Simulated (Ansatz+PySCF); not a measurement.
Results of a calculation; reference values are marked as such.
Input for Ansatz (development build ahead of 0.2.0):

```yaml
crystal:
  periodic: [false, false, false]
  atoms:
    - { symbol: C, position_ang: [0.0, 0.0, 0.0] }
    - { symbol: H, position_ang: [1.19938, 0.0, 0.0] }
    - { symbol: H, position_ang: [-0.54517, 0.94427, 0.0] }
    - { symbol: H, position_ang: [-0.54517, -0.94427, 0.0] }
basis:
  gaussian: { orbitals: STO-3G }
magnetization:
  spin_polarized: true
  initial_magnetization: 1
hamiltonian:
  xc: pbe0
```

The input is written out in the form of the current development build from the run's settings.

The run gave:

```json
{"Converged": "yes", "Total energy": "-39.28396 hartree", "Spin squared of the determinant": "0.756", "Occupied orbitals by symmetry in an Abelian subgroup (alpha; beta)": "3 A1 1 B1 1 B2; 3 A1 1 B2"}
```
